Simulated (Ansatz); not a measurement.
Sr2ScSbO6 (P2₁/c, No. 14; cell taken from a computed entry)

The numbers are results of PBE0 in Ansatz (plane waves, PAW), not measurements.

Settings: plane-wave cutoff 460 eV, 6×4×4 k mesh (along the axes of the cell as run), Fermi–Dirac smearing 0.01 eV, scalar-relativistic PAW data made under PBE.

Cell (relaxed with PBEsol):

```cif
data_O12Sb2Sc2Sr4
_chemical_formula_sum 'Sr4 Sc2 Sb2 O12'
_space_group_name_H-M_alt 'P 1'
_space_group_IT_number 1
_cell_length_a 5.67768
_cell_length_b 5.67775
_cell_length_c 9.81652
_cell_angle_alpha 90.000
_cell_angle_beta 125.272
_cell_angle_gamma 90.000
loop_
_space_group_symop_operation_xyz
  'x, y, z'
loop_
_atom_site_label
_atom_site_type_symbol
_atom_site_fract_x
_atom_site_fract_y
_atom_site_fract_z
_atom_site_occupancy
Sr1 Sr 0.75509 0.47806 0.25019 1
Sr2 Sr 0.24491 0.52194 0.74981 1
Sr3 Sr 0.24491 0.97806 0.24981 1
Sr4 Sr 0.75509 0.02194 0.75019 1
Sc1 Sc 0.50000 0.50000 0.50000 1
Sc2 Sc 0.50000 0.00000 0.00000 1
Sb1 Sb 0.00000 0.00000 0.50000 1
Sb2 Sb 0.00000 0.50000 0.00000 1
O1 O 0.23810 0.21817 0.46756 1
O2 O 0.76190 0.78183 0.53244 1
O3 O 0.76190 0.71817 0.03244 1
O4 O 0.23810 0.28183 0.96756 1
O5 O 0.81590 0.22826 0.03272 1
O6 O 0.18410 0.77174 0.96728 1
O7 O 0.18410 0.72826 0.46728 1
O8 O 0.81590 0.27174 0.53272 1
O9 O 0.69388 0.01028 0.25576 1
O10 O 0.30612 0.98972 0.74424 1
O11 O 0.30612 0.51028 0.24424 1
O12 O 0.69388 0.48972 0.75576 1
```

For Sr2ScSbO6 (P2₁/c, No. 14; cell taken from a computed entry), the band gap comes out as 6.41 eV (on the SCF k mesh) and the smallest direct gap on the k points sampled is 6.44 eV.

Note: cell and atoms aren't relaxed at this level (largest force component 0.42 eV/Å).

Spin–orbit coupling is not included.

Computed values are for the static lattice.

Computing time: around 60 core-minutes (rough).

Ansatz is an electronic-structure program.
